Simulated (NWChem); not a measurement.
# ethanol (C$_{2}$H$_{6}$O); SMILES CCO

```xyz
9

C      0.2531    -1.2028     0.0291
C     -0.5506     0.0827    -0.0179
O      0.2462     1.2341     0.0728
H     -0.4036    -2.0866     0.0150
H      0.8682    -1.2401     0.9410
H      0.9298    -1.2809    -0.8387
H     -1.1851     0.0958    -0.9282
H     -1.2422     0.1225     0.8392
H      0.8487     1.2367    -0.6781
```
Atoms are numbered in this order, from 1.

Program: NWChem. Pople sets run with spherical d functions. Coordinates come from a PBE0/def2-SVP optimisation. Total energies compare along this basis series because the functional is fixed.

| level | basis functions | energy (Ha) | highest occupied level (eV) | orbital gap (eV) | dipole (D) |
|---|---|---|---|---|---|
| B3LYP/STO-3G | 21 | -153.0215 | -3.78 | 12.75 | 1.37 |
| B3LYP/3-21G | 39 | -154.1789 | -6.70 | 9.50 | 1.73 |
| B3LYP/6-31G* | 54 | -155.0310 | -7.16 | 9.28 | 1.62 |
| B3LYP/6-31+G* | 66 | -155.0424 | -7.62 | 7.74 | 1.86 |
| B3LYP/def2-SVP | 72 | -154.9236 | -7.29 | 8.63 | 1.57 |
| B3LYP/def2-SVPD | 111 | -154.9419 | -7.72 | 7.97 | 1.71 |
| B3LYP/def2-TZVP | 129 | -155.1089 | -7.61 | 8.26 | 1.64 |
| B3LYP/6-311++G** | 108 | -155.0944 | -7.68 | 7.32 | 1.81 |
| B3LYP/aug-cc-pVTZ | 276 | -155.1093 | -7.69 | 7.27 | 1.65 |
